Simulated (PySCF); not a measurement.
Cyclopropylmethylamine, C4H9N.
SMILES with atom numbers: `[NH2:1][CH2:2][CH:3]1[CH2:4][CH2:5]1`

Structure used (GFN2-xTB), in Å, numbered top down from 1:
```
atom  x, y, z in Å
N1     2.0817    0.2378    0.2795
C2     0.9614   -0.5951   -0.1352
C3    -0.3028   -0.1075    0.5317
C4    -1.1521    0.9243   -0.1473
C5    -1.6387   -0.4882   -0.0271
H6     2.9364   -0.0624   -0.1760
H7     1.9091    1.2024    0.0152
H8     0.8109   -0.6121   -1.2289
H9     1.1780   -1.6189    0.1883
H10   -0.2076   -0.0417    1.6076
H11   -1.6255    1.6853    0.4537
H12   -0.8490    1.2715   -1.1242
H13   -1.6590   -1.0961   -0.9194
H14   -2.4434   -0.6997    0.6600
```

NICS is the negative of the GIAO shielding at a point without a nucleus: at the ring centre (0) and 1 Å above and below it (1); zz is the component along the ring normal. Level: GIAO PBE0/pcSseg-1 (PySCF, non-relativistic, gas phase) on the GFN2-xTB geometry, one conformer.

Ring bond lengths (Å), with Mayer bond orders in brackets: C3–C4 1.499 (0.94), C4–C5 1.499 (0.98), C5–C3 1.497 (0.95).

Q: Give the NICS values of each ring in ppm.

A: 
```csv
ring,type,NICS(0),"NICS(1), two faces","NICS(1)zz, two faces",rms pucker (Å),"centre to ring atoms, mean (Å)"
C3–C4–C5,3-membered carbocycle; formal bonds all single,-43.9,-8.7 / -8.9,-23.8 / -21.9,0.00,0.87
```

Q: What can be read from them?

A: 
- C3–C4–C5: mean NICS(1)zz -22.8 ppm, shielded. C3, C4, C5 have four or more neighbours, and the NICS criterion for π rings isn't applied. NICS(0) lies 35 ppm below the mean NICS(1).
